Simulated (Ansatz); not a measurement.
Basis sets compared for AlCl2H (AlHCl₂). Total charge 0; singlet. Geometry PBE0-D4/def2-TZVP. Ansatz on 4 threads of Arm Neoverse V1 on a shared host; times are rough, and most runs start from earlier orbitals.

```xyz
4

Al    0.058    0.069   -0.109
Cl   -1.048    1.095    1.327
Cl    0.288   -1.991    0.098
H     0.702    0.827   -1.315
```

Binding counts from free atoms (Al doublet, Cl doublet, H doublet) in the same basis, without a counterpoise term.

| level | functions | energy (Eh) | HOMO (eV) | LUMO (eV) | binding per atom (eV) | wall time |
| --- | --- | --- | --- | --- | --- | --- |
| HF/STO-3G | 28 | -1148.9329 | -10.28 | 6.86 | 3.56 | 0.1 s |
| HF/6-31G | 41 | -1161.5120 | -12.65 | 0.70 | 1.86 | 0.15 s |
| PBE-D4/def2-SVP | 59 | -1162.6777 | -7.78 | -2.05 | 3.02 | 0.35 s |
| PBE0-D4/def2-SVP | 59 | -1162.7821 | -9.21 | -1.31 | 3.00 | 0.5 s |

Task: Estimate the rows for HF/def2-TZVP (with forces), PBE-D4/def2-TZVP, PBE0-D4/def2-TZVP.

Result: 
```tsv
level	functions	energy (Eh)	HOMO (eV)	LUMO (eV)	binding per atom (eV)	wall time
HF/def2-TZVP (with forces)	117	-1161.6799	-12.55	1.34	2.40	0.6 s
PBE-D4/def2-TZVP	117	-1163.0860	-7.95	-2.20	3.01	0.65 s
PBE0-D4/def2-TZVP	117	-1163.1853	-9.31	-1.43	3.00	0.85 s
```
